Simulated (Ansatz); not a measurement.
**BSiNH+ (quintet): the correlation ladder, def2-TZVPP**

An exercise on one series of results from a longer session: the logs are not shown, and one member is left open.

Program: Ansatz 0.2.0, Gaussian basis. Level of theory: def2-TZVPP, core rule «outside noble gas», up to 7 orbitals frozen. These are calculated values, not measurements.

Plan: UHF; ROHF; CCSD(T) on UHF.

**The geometry**

The geometry is a PBE0/def2-TZVP stationary point (not a proven minimum) of the parent state, kept for this charge and spin.

4 atoms, charge 1, spin multiplicity 5.

Atoms are counted from 1 here; the program's logs count them from 0.

Bond lengths: N1–B2 1.336 Å, N1–Si3 1.777 Å, B2–Si3 2.063 Å, B2–H4 1.181 Å. Angles: B2–N1–Si3 81.7°, N1–B2–Si3 58.5°, N1–B2–H4 153.5°, Si3–B2–H4 148.1°, N1–Si3–B2 39.9°.

Set-up of the first run:

in.yaml reads:

```yaml
crystal:
  periodic: [false, false, false]
  atoms:
    - {symbol: N, position_ang: [0.000000, -0.759800, 0.665432]}
    - {symbol: B, position_ang: [0.000000, 0.473968, 1.177819]}
    - {symbol: Si, position_ang: [0.000000, 0.151704, -0.859531]}
    - {symbol: H, position_ang: [0.000000, 1.247631, 2.069996]}
basis:
  gaussian: {orbitals: def2-TZVPP}
total_charge: 1
magnetization: {spin_polarized: true, initial_magnetization: 4}
hamiltonian: {xc: hf}
output: {orbitals: {seedname: orbitals}}
```

On the command line:

```
$ ansatz run in.yaml --threads 1 --pin off --events-out ev --progress --plain --max-ram 4096MiB --backend cpu
```

Among the steps run: UHF; ROHF; CCSD(T) on UHF.

One table of the session follows, with a row left open; its other results are not shown here.

It belongs to the step «Misses and costs». 

```
  method  from UCCSD(T) (kJ/mol)
    ROHF                  +860.3
     UHF                  +839.2
    UMP2                       ?
   UCCSD                   +36.2
UCCSD(T)                       0
```

**Question.** Estimate the row for UMP2.

As computed: from UCCSD(T) (kJ/mol): +118.9. In the column «from UCCSD(T) (kJ/mol)» it lies between UCCSD (+36.2) and UHF (+839.2).
